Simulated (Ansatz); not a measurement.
A nudged elastic band was laid between two geometries of AlH₅NSi (8 atoms, charge 0, multiplicity 2).

Level of theory: UHF/6-31G* in Ansatz.

- movable images: 9
- climbing image: yes
- spring: 5.0 eV/Å²
- optimiser: quadratic models (default)
- start path: through a guess of the saddle point
- force threshold: 0.05 eV/Å
- iteration limit: 60
- end points: relaxed

Image 0:

```xyz
8
Properties=species:S:1:pos:R:3
N -1.893 0.745 -1.007
Al -0.174 0.901 -0.624
Si 0.868 -0.790 0.846
H -2.692 0.442 -1.520
H 0.566 2.184 -1.184
H 1.560 -0.157 1.993
H 1.885 -1.575 0.105
H -0.120 -1.749 1.391
```

Image 10:

```xyz
8
Properties=species:S:1:pos:R:3
N -1.791 0.571 -1.280
Al -0.172 0.889 -0.635
Si 0.870 -0.793 0.846
H -2.786 0.606 -1.284
H 0.555 2.193 -1.161
H 1.517 -0.142 2.010
H 1.921 -1.557 0.134
H -0.114 -1.767 1.370
```

**Question.** What changes between the two ends?

**Answer.** No bond is made or broken.

**Question.** Give the energies along the band, and the barrier.

**Answer.** It converged. The highest image is number 4 of 0 to 10, 0.209 eV above the ends, which have the same energy within 2 meV. A vibrational analysis at the climbing image gives one clearly imaginary mode, 555i cm⁻¹, and a faint second one (28i cm⁻¹) that may be numerical noise or a soft torsion: probably a first-order saddle point.

```tsv
image	path coordinate (Å)	energy (eV)
0	0.00	0.000
1	0.41	0.003
2	0.81	0.002
3	1.22	0.051
4	1.62	0.209
5	1.92	0.100
6	2.22	0.016
7	2.51	0.001
8	2.81	0.001
9	3.10	0.000
10	3.40	-0.001
```

**Question.** What is the geometry of the highest image?

**Answer.** 
```xyz
8
Properties=species:S:1:pos:R:3
N -2.034 0.412 -1.040
Al -0.280 0.772 -0.602
Si 0.896 -0.815 0.881
H -2.536 1.035 -1.654
H 0.444 2.065 -1.182
H 1.651 -0.095 1.934
H 1.882 -1.612 0.112
H -0.023 -1.761 1.551
```

Time of the run: 5.4 min on 1 thread of Arm Neoverse V1, on a shared host, peak memory 0.16 GiB.
